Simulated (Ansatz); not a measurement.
Born–Oppenheimer molecular dynamics of FMg (2 atoms, charge 0, multiplicity 2). It starts from a relaxed structure.

These are results of Ansatz 0.2.0, UKS PBE0/def2-SVP, not measurements.

```yaml
ensemble: NVT, Langevin thermostat
time_step: 2 fs
steps_asked: 600
set_temperature: 3000 K
friction: 0.02 /fs
seed: 444145
```

Frames 40 fs apart, positions in Å, forces in eV/Å.

Velocities at 80.0 fs (Å/ps):

```
F 3.72 -11.66 -20.25
Mg 5.54 0.71 -4.27
```

```xyz
2
Properties=species:S:1:pos:R:3:forces:R:3 time_fs=80.0 energy_less_start_eV=0.137 T=2373
F -0.718 -0.718 -0.688 1.71 -0.10 0.90
Mg 0.960 -0.818 0.191 -1.71 0.10 -0.90
2
Properties=species:S:1:pos:R:3:forces:R:3 time_fs=120.0 energy_less_start_eV=0.027 T=3174
F -0.741 -1.051 -0.965 -1.02 -0.09 -0.46
Mg 0.820 -0.914 -0.257 1.02 0.09 0.46
2
Properties=species:S:1:pos:R:3:forces:R:3 time_fs=160.0 energy_less_start_eV=0.027 T=4681
F -0.962 -1.486 -0.921 0.94 0.10 0.11
Mg 0.838 -1.298 -0.702 -0.94 -0.10 -0.11
2
Properties=species:S:1:pos:R:3:forces:R:3 time_fs=200.0 energy_less_start_eV=0.038 T=1821
F -0.816 -2.046 -0.535 1.04 0.35 -0.22
Mg 0.885 -1.468 -0.900 -1.04 -0.35 0.22
2
Properties=species:S:1:pos:R:3:forces:R:3 time_fs=240.0 energy_less_start_eV=0.216 T=3772
F -0.294 -2.334 0.323 1.44 0.50 -1.71
Mg 0.922 -1.912 -1.121 -1.44 -0.50 1.71
2
Properties=species:S:1:pos:R:3:forces:R:3 time_fs=280.0 energy_less_start_eV=0.007 T=3512
F 0.516 -2.640 0.582 -0.19 -0.03 0.51
Mg 1.131 -2.535 -1.047 0.19 0.03 -0.51
2
Properties=species:S:1:pos:R:3:forces:R:3 time_fs=320.0 energy_less_start_eV=1.076 T=5713
F 1.088 -3.454 0.513 -1.09 -2.52 10.13
Mg 1.245 -3.091 -0.945 1.09 2.52 -10.13
2
Properties=species:S:1:pos:R:3:forces:R:3 time_fs=360.0 energy_less_start_eV=0.133 T=896
F 0.900 -4.274 0.676 -1.05 -1.02 2.36
Mg 1.531 -3.666 -0.739 1.05 1.02 -2.36
2
Properties=species:S:1:pos:R:3:forces:R:3 time_fs=400.0 energy_less_start_eV=0.597 T=2680
F 0.984 -4.879 1.028 1.42 1.24 -2.49
Mg 1.927 -4.056 -0.624 -1.42 -1.24 2.49
2
Properties=species:S:1:pos:R:3:forces:R:3 time_fs=440.0 energy_less_start_eV=0.288 T=2469
F 1.405 -5.474 0.816 1.13 1.48 -1.72
Mg 2.281 -4.328 -0.518 -1.13 -1.48 1.72
2
Properties=species:S:1:pos:R:3:forces:R:3 time_fs=480.0 energy_less_start_eV=0.047 T=2321
F 1.846 -5.141 0.698 -0.54 -0.26 1.41
Mg 2.443 -4.849 -0.872 0.54 0.26 -1.41
2
Properties=species:S:1:pos:R:3:forces:R:3 time_fs=520.0 energy_less_start_eV=0.019 T=3347
F 2.103 -4.992 0.821 -0.08 0.18 0.93
Mg 2.251 -5.323 -0.868 0.08 -0.18 -0.93
```

Of the whole run (1200 fs, mean temperature of the second half 2568 K): The mean temperature of the second half is 14 % below the set value. A run of 1.2 ps of so small a system gives no equilibrium averages.

Time of the run: 11 min on 1 CPU thread of a shared host.
